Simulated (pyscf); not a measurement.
F–SiH₃ (SMILES F[SiH3]) + H₂B–OH (SMILES BO) → H₂B–O–SiH₃ (SMILES BO[SiH3]) + HF (SMILES F) (four-centre exchange; singlet surface; F–Si, H–O broken, O–Si, F–H formed). PySCF, gas phase, ωB97X-D3(BJ)/def2-SVP geometries. Correlated levels are frozen-core, on RHF or UHF. ΔMP2 is the change of the MP2 total energy from the triple- to the quadruple-zeta basis. Energies in kcal/mol from the separated reactants.

```
level                             barrier  reaction energy
--------------------------------  -------  ---------------
ωB97X-D3(BJ)/def2-TZVP               28.8            +11.1
PBE/def2-TZVP                        26.5            +13.1
r²SCAN/def2-TZVP                        ?            +12.8
B3LYP-D3(BJ)/def2-TZVP               29.4            +12.0
HF/def2-TZVP                         45.4            +12.5
MP2/def2-QZVPP                       29.8            +10.4
CCSD(T)/def2-TZVPP + ΔMP2(QZVPP)        ?                ?
```

**Question.** Fill in the missing entries.

**Answer.** 
- r²SCAN/def2-TZVP, barrier: 27.5
- CCSD(T)/def2-TZVPP + ΔMP2(QZVPP), barrier: 31.0
- CCSD(T)/def2-TZVPP + ΔMP2(QZVPP), reaction energy: +10.8

Of the functionals in the table, B3LYP-D3(BJ) is closest to CCSD(T)/def2-TZVPP + ΔMP2(QZVPP) in the barrier (1.6 kcal/mol apart) and PBE least close (4.4 kcal/mol); that level has limits of its own. On the product side the descent ends in a complex, 6.3 kcal/mol under the separated species and 24.0 kcal/mol under the saddle at ωB97X-D3(BJ)/def2-TZVP. One saddle was located; it need not be the lowest between these sides. The CCSD(T) − MP2 part came from Ansatz, without density fitting, on the same reference.
